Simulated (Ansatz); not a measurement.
`F/C=C/F`, 6 atoms. Total charge 0; spin multiplicity 1. All runs use 4 threads of an Intel Xeon Platinum 8488C on a shared host. Correlated methods freeze the cores. Open-shell runs search over several starts.

Q: Give the basis size and wall time and peak host memory of each of these runs in Ansatz. UKS ωB97M-V/def2-TZVPP energy of the cation; UHF-CCSD(T)/def2-TZVPP energy of the cation; RKS PBE0-D4/def2-TZVP frequencies; RHF-CCSD(T)/def2-TZVPP energy; RKS PBE0-D4/def2-QZVPP energy; RKS PBE-D4/def2-TZVPP energy and forces; UHF-MP2/def2-QZVPP energy of the cation; RKS HSE06 (plane-wave form)-D4/def2-TZVPP energy; RKS ωB97M-V/def2-QZVPP energy; RKS B3LYP-D4/def2-TZVPP energy and forces; RKS PBE0-D4/def2-TZVP relaxation (6 steps); UKS ωB97X-V/def2-TZVPP energy of the cation. (Best estimate.)

A: Computed: Other jobs shared the machine, so times are rough.

```
                                    level                   job  functions  wall time  peak host memory (GiB)
                    RKS PBE-D4/def2-TZVPP     energy and forces        152     0.55 s                    0.16
RKS HSE06 (plane-wave form)-D4/def2-TZVPP                energy        152      0.7 s                    0.27
                  RKS B3LYP-D4/def2-TZVPP     energy and forces        152     0.85 s                    0.26
                   RKS PBE0-D4/def2-QZVPP                energy        288      1.4 s                    0.62
                   UKS ωB97M-V/def2-TZVPP  energy of the cation        152      2.3 s                    0.46
                   UKS ωB97X-V/def2-TZVPP  energy of the cation        152      2.4 s                    0.43
                   RKS ωB97M-V/def2-QZVPP                energy        288      2.9 s                    0.75
                       UHF-MP2/def2-QZVPP  energy of the cation        288      4.4 s                    0.97
                    RKS PBE0-D4/def2-TZVP  relaxation (6 steps)        136      4.5 s                    0.23
                   RHF-CCSD(T)/def2-TZVPP                energy        152        8 s                     1.2
                    RKS PBE0-D4/def2-TZVP           frequencies        136       17 s                    0.23
                   UHF-CCSD(T)/def2-TZVPP  energy of the cation        152       29 s                     2.8
```

B3LYP here is the variant with VWN-RPA as its local correlation; programs differ in this.
